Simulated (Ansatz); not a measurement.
The parent structure is Pt in the fcc (Cu type) structure (space group Fm-3m, No. 225; a = 3.940 Å).

All numbers come from Kohn–Sham DFT with the r2SCAN functional, run in Ansatz (a program for electronic structure) with PAW and 500 eV plane waves, spin-orbit coupling left out.

One thing is altered: Ni takes the place of Pt on all its sites; the structure is relaxed again.

Measured lattice parameter a: Pt 3.913 Å (static lattice; corrected from measurement; as listed in Daniel Mejia-Rodriguez, S. B. Trickey, Phys. Rev. B (2018)); Ni 3.508 Å (static lattice; corrected from measurement; as listed in Daniel Mejia-Rodriguez, S. B. Trickey, Phys. Rev. B (2018)).

**Question.** How well does r2SCAN reproduce the measured shift?

**Answer.** With r2SCAN the lattice parameter a moves by -0.462 Å (3.940 → 3.478) against -0.405 Å measured.

Other magnetic orders, which the real material may have, were not ruled out. Whether these cells are dynamically stable was not tested. Spin-polarised in the final run: Ni; the other runs are not.
